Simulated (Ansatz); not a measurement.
## What each rung costs and misses: atomization of C$_{3}$H$_{6}$, singlet

Geometry (MP2(full)/6-31G*, from the G2/97 set):

| atom | x (Å) | y (Å) | z (Å) |
| --- | --- | --- | --- |
| C | 0.0000 | 0.8670 | 0.0000 |
| C | 0.7508 | -0.4335 | 0.0000 |
| C | -0.7508 | -0.4335 | 0.0000 |
| H | 0.0000 | 1.4558 | 0.9105 |
| H | 0.0000 | 1.4558 | -0.9105 |
| H | 1.2607 | -0.7279 | -0.9105 |
| H | 1.2607 | -0.7279 | 0.9105 |
| H | -1.2607 | -0.7279 | 0.9105 |
| H | -1.2607 | -0.7279 | -0.9105 |

Measured, as an electronic atomization energy: 853.2 kcal/mol (G2/97 heats of formation of molecule and atoms, with zero-point and thermal terms from B3LYP taken off; Curtiss et al., J. Chem. Phys. 106, 1063 (1997), Staroverov et al., J. Chem. Phys. 119, 12129 (2003)). The measured value holds scalar relativity and spin–orbit coupling, which all computed ones lack, and core correlation, which the wave-function levels lack. Atoms are taken at the same level; beside RHF, RMP2 and RCC rows they are unrestricted. Truncated CI is not size-consistent. The atoms' steps beyond CCSDT(Q) are taken from restricted open-shell runs, which share full CI's core. Ansatz 0.2.0; the 6-31G* set has Cartesian d functions; a miss is computed less measured; times are wall times on shared hosts and scatter by a factor of two or so.

| level | basis | miss (kcal/mol) | time of the run | hardware |
| --- | --- | --- | --- | --- |
| RHF | STO-3G | -55.3 | – | – |
| RMP2 | STO-3G | 24.4 | – | – |
| RCCSDT(Q) | STO-3G | 36.9 | 1.6 s | 1 CPU thread |
| RCCSDTQ | STO-3G | 37.0 | 23 s | 1 CPU thread |
| PBE | STO-3G | 188.6 | 0.5 s | 1 CPU thread |
| B3LYP | STO-3G | 158.3 | 0.52 s | 1 CPU thread |
| wB97M-V | STO-3G | 188.6 | 2.1 s | 1 CPU thread |
| B2PLYP | STO-3G | 112.7 | 0.75 s | 1 CPU thread |
| RHF | 6-31G | -235.4 | 0.3 s | 1 CPU thread |
| RMP2 | 6-31G | -109.7 | – | – |
| RCCSD(T) | 6-31G | -109.3 | 0.65 s | 1 CPU thread |
| RCCSDT(Q) | 6-31G | -109.0 | 10 s | 1 CPU thread |
| PBE | 6-31G | 5.8 | 0.67 s | 1 CPU thread |
| r2SCAN | 6-31G | -12.5 | 1.2 s | 1 CPU thread |
| B3LYP | 6-31G | -18.1 | 0.73 s | 1 CPU thread |
| wB97M-V | 6-31G | -5.3 | 2.5 s | 1 CPU thread |
| RHF | 6-31G* | -209.0 | 0.48 s | 1 CPU thread |
| RCCSD(T) | 6-31G* | -69.7 | 0.94 s | 1 CPU thread |
| r2SCAN | 6-31G* | 1.0 | 1.5 s | 1 CPU thread |
| B3LYP | 6-31G* | -3.1 | 0.99 s | 1 CPU thread |
| wB97M-V | 6-31G* | 10.6 | 3 s | 1 CPU thread |
| B2PLYP | 6-31G* | -22.6 | 1.3 s | 1 CPU thread |
| RHF | cc-pVDZ | -218.1 | 0.51 s | 1 CPU thread |
| RMP2 | cc-pVDZ | -49.9 | – | – |
| RCCSDT(Q) | cc-pVDZ | -58.1 | 14 s | H100 + 2 CPU threads |
| r2SCAN | cc-pVDZ | -8.2 | 1.6 s | 1 CPU thread |
| B3LYP | cc-pVDZ | -16.1 | 1 s | 1 CPU thread |
| wB97M-V | cc-pVDZ | -2.2 | 4.2 s | 1 CPU thread |
| RMP2 | cc-pVTZ | -10.1 | – | – |
| PBE | cc-pVTZ | 15.6 | 12 s | H100 + 2 CPU threads |
| B3LYP | cc-pVTZ | -3.5 | 17 s | H100 + 2 CPU threads |
| wB97M-V | cc-pVTZ | 2.6 | 14 s (with forces) | H100 + 2 CPU threads |
| B2PLYP | cc-pVTZ | -7.0 | 15 s | H100 + 2 CPU threads |
| RHF | cc-pVQZ | -207.5 | 8.5 s | 1 CPU thread |
| RMP2 | cc-pVQZ | 0.8 | – | – |
| RCCSD(T) | cc-pVQZ | -8.8 | 13 s | H100 + 2 CPU threads |
| r2SCAN | cc-pVQZ | 3.1 | 7.5 s | H100 + 2 CPU threads |
| B3LYP | cc-pVQZ | -2.4 | 14 s | H100 + 2 CPU threads |
| wB97M-V | cc-pVQZ | 2.8 | 11 s | H100 + 2 CPU threads |
| B2PLYP | cc-pVQZ | -3.1 | 9 s | H100 + 2 CPU threads |

HF's time is that of a plain UHF run. A dash: the level came out of a higher level's run.

A composite of the best parts (restricted reference, at this geometry, which isn't the minimum of the high levels):

```
                                    part  kcal/mol
Hartree–Fock limit (T, Q; exp(−5.46 √X))    645.91
   CCSD(T) correlation limit (T, Q; X⁻³)    205.59
                    CCSDT − CCSD(T) (DZ)     -0.20
                                (Q) (DZ)      0.50
                                     sum     851.8
                       sum less measured      -1.4
```
